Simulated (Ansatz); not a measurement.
**hcp Rh (model structure)**

Computed with r²SCAN+rVV10 (Ansatz, a quantum-chemistry and plane-wave program, PAW).

Numerical settings: plane-wave cutoff 500 eV, 36×36×16 k mesh (along the axes of the cell as run), Fermi–Dirac smearing 0.1 eV, no spin polarisation, scalar-relativistic PAW data made under PBE.

Cell (relaxed at this level):

```
Rh
1.0
    1.34698    -2.33303     0.00000
    1.34698     2.33303     0.00000
    0.00000     0.00000     4.34367
Rh
2
Direct
  0.33333   0.66667   0.25000
  0.66667   0.33333   0.75000
```

```json
{
  "band_gap": "none"
}
```

Note: the relaxation could raise the start's symmetry but not lower it, so the cell can be a saddle point.

Spin–orbit coupling is not included.

Cost on a shared machine: about 2.6 core-minutes (a rough figure).

A model structure was made by putting elements into a prototype or built by hand; it is no filed structure, need not be a known phase, and can be a saddle point held by its symmetry.
